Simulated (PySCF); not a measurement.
A side-by-side comparison of computed properties.

First species: C₅H₉O (charge +1).
Z-matrix (Å and degrees, GFN2-xTB geometry), rows numbered from 1:
```
C 
C   1  1.5179
C   2  1.5190  1  111.98
C   2  1.5975  1  109.63  3  -118.63
C   4  1.3706  2  110.20  1   -70.05
O   5  1.1203  4  174.62  2    -8.10
H   1  1.0874  2  109.11  3   -62.34
H   1  1.0876  2  112.19  3   178.47
H   1  1.0876  2  111.25  3    56.19
H   2  1.0927  1  110.33  3   122.38
H   3  1.0867  2  111.40  1   -59.66
H   3  1.0865  2  112.07  1   177.80
H   3  1.0875  2  108.64  1    59.06
H   4  1.0984  2  108.99  1   168.94
H   4  1.0979  2  108.18  1    51.90
```

Second species: C3H4ClF.
Numbering: `[CH3:1]/[C:2]([Cl:3])=[CH:4]/[F:5]` (hydrogens: H6, H7, H8 on C1; H9 on C4)

Levels: PBE0/def2-SVPD for HOMO energy, LUMO energy, HOMO–LUMO gap, static isotropic polarisability and electronic spatial extent ⟨r²⟩ about the centre of nuclear charge; TDDFT PBE0/def2-SVPD for lowest singlet excitation; TDA PBE0/def2-SVPD for lowest triplet excitation (Tamm–Dancoff); GFN2-xTB for rotational constant A and rotational constant C. Geometries: GFN2-xTB. Each species is one conformer at its optimised geometry, gas phase, non-relativistic unless stated; the electronic structure was computed with PySCF and density fitting.

The conformers computed, where there is a choice (atom-mapped SMILES and torsion angles):
- `[CH3:1][CH:2]([CH3:3])[CH2:4][C:5]#[O+:6]`: C1–C2–C4–C5 -70°

Values for the first species:

```
HOMO energy                                                       : -14.58 eV
LUMO energy                                                       : -7.57 eV
HOMO–LUMO gap                                                     : 7.01 eV
Lowest singlet excitation                                         : 5.78 eV
Lowest triplet excitation (Tamm–Dancoff)                          : 5.55 eV
Static isotropic polarisability                                   : 58.3 au
Electronic spatial extent ⟨r²⟩ about the centre of nuclear charge : 681 bohr²
Rotational constant A                                             : 7.113 GHz
Rotational constant C                                             : 1.778 GHz
```

(1) Estimate the same properties for the second species, and the change in each.

Answers

(1) 
| property | first | second | second less first |
| --- | --- | --- | --- |
| HOMO energy | -14.58 eV | -7.33 eV | +7.25 eV |
| LUMO energy | -7.57 eV | 0.03 eV | +7.60 eV |
| HOMO–LUMO gap | 7.01 eV | 7.36 eV | +0.35 eV |
| lowest singlet excitation | 5.78 eV | 6.10 eV | +0.32 eV |
| lowest triplet excitation (Tamm–Dancoff) | 5.55 eV | 4.23 eV | -1.32 eV |
| static isotropic polarisability | 58.3 au | 52.4 au | -5.9 au |
| electronic spatial extent ⟨r²⟩ about the centre of nuclear charge | 681 bohr² | 549 bohr² | -132 bohr² |
| rotational constant A | 7.113 GHz | 5.087 GHz | -2.026 GHz |
| rotational constant C | 1.778 GHz | 2.085 GHz | +0.307 GHz |

On the first: The vertical singlet–triplet gap S1 − T1 is 0.23 eV (TDDFT singlet less Tamm–Dancoff triplet). S1 lies 1.23 eV below the HOMO–LUMO gap.

On the second: The polarisability is 7.77 Å³ as a volume (1 au = 0.148185 Å³), or 1.09 au for each of the 48 electrons. No computed singlet falls in the visible range (750 to 380 nm, 1.65 to 3.26 eV); S1 lies 2.84 eV above its blue end.
